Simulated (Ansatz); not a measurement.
# BCl₃ (singlet): from Hartree-Fock to the top rungs, 6-31G*

An exercise on one series of results from a longer session: the logs are not shown, and one member is left open.

Method: 6-31G*, core rule «outside noble gas», up to 16 orbitals frozen; program: Ansatz 0.2.0, Gaussian basis.

The runs, in order: UHF; CCSD(T) on RHF; BCCD(T) on RHF; CISD; CCSDT(Q) on RHF; CASSCF and MRCISD+Q, 18 electrons in 13 orbitals; CASSCF and NEVPT2, 18 electrons in 13 orbitals.

19 further runs of the same task are left out: 2 that didn't finish, 17 set aside as unsound or not needed.

## What is computed

The geometry is an MP2(full)/6-31G* stationary point (not a proven minimum).

4 atoms, charge 0, spin multiplicity 1.

Atoms are counted from 1 here; the program's logs count them from 0.

Bond lengths: B1–Cl2 1.735 Å, B1–Cl3 1.735 Å, B1–Cl4 1.735 Å. Angles: Cl2–B1–Cl3 120.0°, Cl2–B1–Cl4 120.0°, Cl3–B1–Cl4 120.0°.

The first run:

Input file in.yaml:

```yaml
crystal:
  periodic: [false, false, false]
  atoms:
    - {symbol: B, position_ang: [0.000000, 0.000000, 0.000000]}
    - {symbol: Cl, position_ang: [0.000000, 1.735352, 0.000000]}
    - {symbol: Cl, position_ang: [1.502859, -0.867676, 0.000000]}
    - {symbol: Cl, position_ang: [-1.502859, -0.867676, 0.000000]}
basis:
  gaussian: {orbitals: "6-31G*"}
magnetization: {spin_polarized: true, initial_magnetization: 0}
hamiltonian: {xc: hf}
output: {orbitals: {seedname: orbitals}}
```

On the command line:

```bash
> ansatz run in.yaml --threads 1 --pin off --events-out ev --progress --plain --max-ram 4096MiB --backend cpu
```

Steps of the session up to this table: UHF; CCSD(T) on RHF; BCCD(T) on RHF; CISD; CCSDT(Q) on RHF; CASSCF and MRCISD+Q, 18 electrons in 13 orbitals; CASSCF and NEVPT2, 18 electrons in 13 orbitals.

One table of the session follows, with a row left open; its other results are not shown here.

| method | from RCCSDT(Q) (kJ/mol) |
| --- | --- |
| RHF | +1372.1 |
| RMP2 | +138.3 |
| CISD | +219.0 |
| RCCSD | +44.0 |
| RCCSD(T) | +4.5 |
| BCCD(T) | +4.0 |
| RCCSDT | ? |
| RCCSDT(Q) | 0 |
| CASSCF valence | +1185.8 |
| NEVPT2 valence | +195.0 |
| MRCISD valence | +159.1 |
| MRCISD+Q valence | +23.3 |

Q: Estimate the row for RCCSDT from the others.

As computed: from RCCSDT(Q) (kJ/mol): +2.0. In the column «from RCCSDT(Q) (kJ/mol)» it lies between RCCSDT(Q) (0) and BCCD(T) (+4.0).
